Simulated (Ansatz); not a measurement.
# fcc Pd

Calculation: LDA (plane waves, PAW; Ansatz, a program for electronic structure).

Run with plane-wave cutoff 520 eV, 24×24×24 k mesh, Fermi–Dirac smearing 0.05 eV, scalar-relativistic PAW data made under PBE.

Cell: relaxed at this level.

```json
{
  "equilibrium_volume_per_atom": "14.15 Å³/atom",
  "bulk modulus B0": "227 GPa",
  "equilibrium_lattice_constant_a": "3.840 Å",
  "band_gap": "none",
  "pressure derivative B′ of the bulk modulus": "5.4"
}
```

Measured, for comparison: equilibrium volume per atom 14.56 Å³/atom, lattice constant a 3.876 Å (static lattice: zero-point anharmonic expansion removed; as tabulated in Mejia-Rodriguez and Trickey (2018), arXiv:1807.09216); bulk modulus 195 GPa (zero-point energy and finite temperature contributions removed, our sources range from 187 to 198; as tabulated in doi:10.1021/acs.jctc.3c00612). Computed (rounded) less measured: equilibrium volume per atom -2.8 %, bulk modulus +16 % (+15 % to +21 % over the range), lattice constant a -0.9 %.

Spin–orbit coupling is not included.

Cost on a shared machine: roughly 40 core-seconds.
